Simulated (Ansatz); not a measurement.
BCl, SMILES `[B]Cl`. The species carries charge 0 and has multiplicity 1.

Bond lengths: B1–Cl2 1.718 Å.

Q: List the harmonic frequencies (cm⁻¹, unscaled) at PBE0-D4/def2-TZVP in Ansatz. (Estimate.)

A: Computed: 845.

Q: Is this a minimum?

A: Yes, all 1 modes are real.

Q: Give the ideal-gas thermochemistry at 298.15 K and 1 bar (rigid rotor, harmonic oscillator; point group C∞v, symmetry number 1).

A: Zero-point energy 5.1 kJ/mol; H(298) − E = 13.9 kJ/mol; entropy 213.2 J/(mol·K), of which translation 156.7, rotation 55.8, vibration 0.7; G(298) − E = -49.6 kJ/mol.
